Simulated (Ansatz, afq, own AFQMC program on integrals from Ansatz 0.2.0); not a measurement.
## SiC, triplet: AFQMC among the cluster methods

```xyz
2

Si    0.0000    0.0000    0.0000
C     0.0000    0.0000    2.3820
```

Basis 6-31G. Only valence electrons are correlated. Integrals, coupled cluster, full CI and functionals: Ansatz 0.2.0; the random walks run on the same integrals in our own AFQMC program. The CISD trial takes its coefficients from CCSD amplitudes. Released means that phaseless walkers are propagated on without the constraint, phases kept. Error bars are statistical, one sigma.

Determinant: UHF, the one that the program's search chose, which needn't be the lowest solution. The geometry is a point of a scan.

Full CI on the same integrals is exact in this basis and with this determinant's frozen core.

Cautions: lower spins were not checked; strong correlation (T1 0.084, weight of the determinant 0.76, largest double 0.22); unrestricted determinant spin contaminated (⟨S²⟩ 2.93 against 2.00); CCSD(T) is in doubt: in a space of 8 electrons in 9 natural orbitals full CI lies 84 meV below it; the released energies are still falling, so no released level is given (meV from the phaseless value at times in 1/Eh: -17 ± 9 at 0.24, -40 ± 8 at 0.51, -47 ± 7 at 0.99, -58 ± 9 at 1.62, -72 ± 10 at 2.40), though the last usable value meets full CI within the noise.

```
T1 diagnostic                               : 0.0836
weight of the determinant in the CISD state : 0.757
⟨S²⟩ of the determinant                     : 2.934
size of the correlated space                : 8 electrons in 16 orbitals
```

Reference: full CI, correlation energy -2.770 eV. The cautions show a poor starting determinant, so the rows tell how each method copes with it here, and full CI is the sure value.

```tsv
level	E − E(reference) (mEh)	share of correlation (%)
HF	101.78	0.00
MP2	42.17	58.57
CCSD	10.03	90.14
CCSD(T)	4.83	95.26
CCSDT	1.53	98.49
CCSDT(Q)	-0.05	100.05
CCSDTQ	0.29	99.71
ph-AFQMC/CISD	3.22 ± 0.31	96.83
```

CCSDT and higher add their correlation energy to the determinant of the CCSD(T) run, since their own runs factorise the integrals more tightly (a shift of under 2 meV).
